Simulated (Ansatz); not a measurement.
Cost and result for the atomization energy of C₃H₃NS (`c1cscn1`) (8 atoms, 8 bonds).

Total charge 0; spin multiplicity 1. The structure was optimised at the PBE0-D4/def2-TZVP level. Program: Ansatz. All runs use 2 threads of a server CPU on a shared host. Times are those of one run each, without the atoms' runs, and a repeat can differ threefold. Electronic energies, without spin–orbit coupling; frozen cores. CCSD(T)/CBS adds CCSD(T) − MP2 in def2-TZVPP to the MP2 limit, and its time is that of the two runs behind it. T1 = 0.015; the RHF reference is unstable towards UHF. B3LYP takes the VWN-RPA correlation (the form of Gaussian; ORCA's B3LYP/G). HSE06 is the plane-wave form, built on full-range PBE exchange.

CCSD(T)/CBS is a level of theory with its own doubt, some kJ/mol a heavy atom from the limit and from the frozen cores, so smaller differences don't rank the functionals.

```json
{"level": "revPBE-D4/def2-TZVPP", "functions": "208", "wall time": "2 s", "atomization (kcal/mol)": "857.5", "difference from CCSD(T)/CBS": "21.3", "per bond": "2.7"}
{"level": "PBE-D4/def2-TZVPP (with forces)", "functions": "208", "wall time": "2.6 s", "atomization (kcal/mol)": "882.9", "difference from CCSD(T)/CBS": "46.7", "per bond": "5.8"}
{"level": "PBE0-D4/def2-TZVPP", "functions": "208", "wall time": "3.1 s", "atomization (kcal/mol)": "855.5", "difference from CCSD(T)/CBS": "19.3", "per bond": "2.4"}
{"level": "HSE06-D4/def2-TZVPP", "functions": "208", "wall time": "3.3 s", "atomization (kcal/mol)": "856.4", "difference from CCSD(T)/CBS": "20.2", "per bond": "2.5"}
{"level": "BHLYP-D4/def2-TZVPP", "functions": "208", "wall time": "3.3 s", "atomization (kcal/mol)": "802.2", "difference from CCSD(T)/CBS": "-34.0", "per bond": "-4.3"}
{"level": "CCSD(T)/def2-SVP", "functions": "89", "wall time": "3.6 s", "atomization (kcal/mol)": "789.3", "difference from CCSD(T)/CBS": "-46.9", "per bond": "-5.9"}
{"level": "B3LYP-D4/def2-TZVPP (with forces)", "functions": "208", "wall time": "5 s", "atomization (kcal/mol)": "841.0", "difference from CCSD(T)/CBS": "4.8", "per bond": "0.6"}
{"level": "r2SCANh-D4/def2-TZVPP", "functions": "208", "wall time": "5 s", "atomization (kcal/mol)": "838.1", "difference from CCSD(T)/CBS": "1.9", "per bond": "0.2"}
{"level": "B2PLYP/def2-TZVPP", "functions": "208", "wall time": "6 s", "atomization (kcal/mol)": "832.9", "difference from CCSD(T)/CBS": "-3.3", "per bond": "-0.4"}
{"level": "PBE-QIDH/def2-TZVPP", "functions": "208", "wall time": "6 s", "atomization (kcal/mol)": "841.1", "difference from CCSD(T)/CBS": "4.9", "per bond": "0.6"}
{"level": "MP2/def2-QZVPP", "functions": "388", "wall time": "20 s", "atomization (kcal/mol)": "856.1", "difference from CCSD(T)/CBS": "19.9", "per bond": "2.5"}
{"level": "CCSD(T)/def2-TZVPP", "functions": "208", "wall time": "71 s", "atomization (kcal/mol)": "810.2", "difference from CCSD(T)/CBS": "-26.0", "per bond": "-3.2"}
{"level": "CCSD(T)/CBS(def2)", "functions": "–", "wall time": "91 s", "atomization (kcal/mol)": "836.2", "difference from CCSD(T)/CBS": "0.0", "per bond": "0.0"}
```

From r2SCAN to r2SCAN0 (25 % exact exchange), in def2-TZVPP and without D4, the atomization energy moves by −21.0 kcal/mol: exact exchange takes away binding that semilocal exchange gives to molecules. The D4 term adds +7.9 kcal/mol with B3LYP and +4.0 kcal/mol with PBE0; it sums over pairs of atoms, weighted by their polarisabilities, and B3LYP, whose exchange is more repulsive, gets the larger term. In def2-TZVPP, CCSD(T) changes the Hartree–Fock value by +243.5 kcal/mol (the triples alone add +22.2 kcal/mol) and MP2 by +274.1 kcal/mol; breaking electron pairs costs correlation energy, which Hartree–Fock lacks.
